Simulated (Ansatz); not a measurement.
**NH2O (quartet): from Hartree-Fock to the top rungs at distance O1–H3 along a hydrogen transfer = 1.437 Å, cc-pVDZ**

How much of the correlation energy of NH2O (quartet) does each wave-function method recover here?

The runs use Ansatz 0.2.0, Gaussian basis; cc-pVDZ, core rule «outside noble gas», up to 2 orbitals frozen.

To be run: UHF; CCSD(T) on ROHF; CCSD(T) on UHF; BCCD(T) on ROHF; CISD; CCSDT(Q) on ROHF; CCSDT(Q) on UHF; CASSCF and MRCISD+Q, 5 electrons in 5 orbitals; CASSCF and NEVPT2, 5 electrons in 5 orbitals; CASSCF and MRCISD+Q, 13 electrons in 10 orbitals; CASSCF and NEVPT2, 13 electrons in 10 orbitals.

8 further runs of the same task are left out: 8 that didn't finish.

## 1. The system

The geometry derives from fragments relaxed apart (PBE0/def2-TZVP) and kept rigid, so it is no stationary point. A hydrogen atom is moved between rigid fragments.

4 atoms, charge 0, spin multiplicity 4.

Atoms are counted from 1 here; the program's logs count them from 0.

Bond lengths: O1–H2 0.960 Å, H3–N4 1.119 Å.

Geometry (Å):

```xyz
4
H2NO
O    -1.1554   -0.0292    0.0000
H    -1.4047    0.8974    0.0000
H     0.2816   -0.0292    0.0000
N     1.4006   -0.0292    0.0000
```

## 2. UHF

Input file in.yaml:

```yaml
crystal:
  periodic: [false, false, false]
  atoms:
    - {symbol: O, position_ang: [-1.155402, -0.029165, 0.000000]}
    - {symbol: H, position_ang: [-1.404711, 0.897410, 0.000000]}
    - {symbol: H, position_ang: [0.281598, -0.029165, 0.000000]}
    - {symbol: N, position_ang: [1.400598, -0.029165, 0.000000]}
basis:
  gaussian: {orbitals: cc-pVDZ}
magnetization: {spin_polarized: true, initial_magnetization: 3}
hamiltonian: {xc: hf}
output: {orbitals: {seedname: orbitals}}
```

Command:

```bash
$ ansatz run in.yaml --threads 1 --pin off --events-out ev --progress --plain --max-ram 2393MiB
```

The runs that follow: CCSD(T) on ROHF; CCSD(T) on UHF; BCCD(T) on ROHF; CISD; CCSDT(Q) on ROHF; CCSDT(Q) on UHF; CASSCF and MRCISD+Q, 5 electrons in 5 orbitals; CASSCF and NEVPT2, 5 electrons in 5 orbitals; CASSCF and MRCISD+Q, 13 electrons in 10 orbitals; CASSCF and NEVPT2, 13 electrons in 10 orbitals.

**Question.** What will the summary of the whole plan be? Wanted: UCCSDT(Q) below the RHF energy; RMP2 from UCCSDT(Q); UMP2 from UCCSDT(Q); RCCSD from UCCSDT(Q); RCCSD(T) from UCCSDT(Q); UCCSD(T) from UCCSDT(Q); RCCSDT(Q) from UCCSDT(Q); NEVPT2 pair from UCCSDT(Q); MRCISD+Q pair from UCCSDT(Q).

**Answer**, as computed:

| quantity | value |
| --- | --- |
| UCCSDT(Q) below the RHF energy | -8.8642 eV |
| RMP2 from UCCSDT(Q) | +1220.7 meV |
| UMP2 from UCCSDT(Q) | +1170.0 meV |
| RCCSD from UCCSDT(Q) | +193.6 meV |
| RCCSD(T) from UCCSDT(Q) | +41.5 meV |
| UCCSD(T) from UCCSDT(Q) | +38.4 meV |
| RCCSDT(Q) from UCCSDT(Q) | +2.3 meV |
| NEVPT2 pair from UCCSDT(Q) | +1017.3 meV |
| MRCISD+Q pair from UCCSDT(Q) | +122.6 meV |
| NEVPT2 valence from UCCSDT(Q) | +1172.2 meV |
| levels within 1 kcal/mol (43 meV) | RCCSD(T), UCCSD(T), BCCD(T), RCCSDT, UCCSDT, RCCSDT(Q) |
| T1 diagnostic | 0.043 |
| effectively unpaired electrons | 3.02 |

In words: RCCSD(T) misses by +41.5 meV, 0.5 % of the correlation energy. The occupations are near whole numbers, but T1 = 0.043 shows that the orbitals relax strongly. Of the multireference levels listed MRCISD+Q valence comes nearest in total energy (+50.1 meV), which doesn't show that its space is the better one. These misses are within one basis, not against nature; the frozen cores of restricted and unrestricted runs differ, which can shift their rows.
